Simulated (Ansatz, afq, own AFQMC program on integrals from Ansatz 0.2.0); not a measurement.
Two steps: Ansatz 0.2.0 writes the Fock matrix and Cholesky factors of the valence space, and afq projects on them the lowest state that overlaps trial and start.

```yaml
crystal:
  periodic: [false, false, false]
  atoms:
    - {symbol: C, position_ang: [-1.130984, 1.589688, 0.277063]}
    - {symbol: C, position_ang: [-0.152133, 0.429852, 0.341283]}
    - {symbol: O, position_ang: [-0.123753, -0.387829, -0.733841]}
    - {symbol: H, position_ang: [-2.155661, 1.219668, 0.122926]}
    - {symbol: H, position_ang: [-1.110629, 2.179591, 1.206556]}
    - {symbol: H, position_ang: [-0.883076, 2.258592, -0.560876]}
    - {symbol: H, position_ang: [-0.349935, -0.217056, 1.230812]}
    - {symbol: H, position_ang: [0.889171, 0.779594, 0.541578]}
basis:
  gaussian: {orbitals: def2-TZVP}
magnetization: {spin_polarized: true, initial_magnetization: 1}
correlation: {method: ccsd_t, electrons: outside_noble_gas, hamiltonian_folder: ham}
```

```sh
$ ansatz run in.yaml --threads 1 --pin off --events-out ev --progress --plain --max-ram 15360MiB --backend cuda --devices 0, --max-vram 18GiB
```

afq runs on the folder ham with

```
--method free --trial cisd --walkers 800 --time-step 0.03 --max-blocks 4000 --target-error 0.00031 --factor-cut 1e-05 --seed 4055 --times 0,0.21,0.42,0.81,1.2,1.8,2.4,3 --taylor-order 8
```

Times are imaginary, in 1/Eh. The walk had a cap of 179 s.

afq prints:

```
orbitals 120  electrons 10 9  factors 851 of 851
reference energy -153.52142387 Eh
CCSD correlation -0.56809149 Eh in 19 cycles, weight of the determinant in the CISD state 0.8369
repeat  energy at the last time / Eh  error
    10  -154.109081  0.002442
    20  -154.109065  0.001802
    30  -154.109170  0.001459
    40  -154.110932  0.001514
time / (1/Eh)  energy / Eh  error  mean overlap
  0.00  -154.089550  0.000198  1.1950
  0.21  -154.102546  0.000224  1.1907
  0.42  -154.106967  0.000225  1.1854
  0.81  -154.109433  0.000303  1.1755
  1.20  -154.110424  0.000430  1.1722
  1.80  -154.110657  0.000679  1.1773
  2.40  -154.109899  0.000867  1.1612
  3.00  -154.110855  0.001447  1.1635
energy -154.110855 +/- 0.001447 Eh
```

The time cap ended the run before it passed its tests.

Against this walk (error 39.4 meV) on the same determinant: CCSD(T) 51.6 meV higher (within the noise), the released energy of a separate walk with a CISD trial 0.1 ± 40.9 meV lower (within the noise). The error is statistical, and a free projection of finite length keeps a remainder of its start.

Cautions: remainder of the start not in the error; error above the target (39.4 against 8.4 meV).

The walk took 3 min on 1 × NVIDIA H100 80GB HBM3 with 2 threads of AMD EPYC 7R13 Processor (Zen 3), with other jobs on the host (the card was shared). The log's last line is the free-projection energy.
